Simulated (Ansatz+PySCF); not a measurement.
Two shapes of doublet C₂H₄F.

Shape 1:

```xyz
7

C     0.1100    0.5134   -0.0944
C    -1.1948   -0.1748    0.0188
H     0.2953    1.5246    0.2521
H    -1.3506   -0.5722    0.9799
H    -2.0078    0.5238   -0.1911
H    -1.2598   -1.0072   -0.6891
F     1.2014   -0.2832    0.0244
```

Shape 2:

```xyz
7

C     0.1106    0.5150   -0.0983
C    -1.1942   -0.1732    0.0149
H     0.2960    1.5262    0.2482
H    -1.3544   -0.5819    1.0034
H    -2.0072    0.5254   -0.1951
H    -1.2592   -1.0056   -0.6930
F     1.2020   -0.2816    0.0204
```

Basis set: cc-pVTZ (spherical functions). Correlated methods keep 3 orbitals frozen. Correlation on ROHF uses semicanonical orbitals with singles. Charge 0, multiplicity 2.

Computed with Ansatz (development build ahead of 0.2.0) and PySCF 2.14.0; each method stands on the lowest determinant of its kind that the runs found.

**Question.** Which shape is lower in energy, and by how much in each method?

**Answer.**

| method | E(2) − E(1) (eV) |
| --- | --- |
| ROHF | -0.023 |
| UHF | -0.024 |
| ROHF-MP2 | -0.029 |
| UHF-MP2 | -0.029 |

Shape 2 is lower.
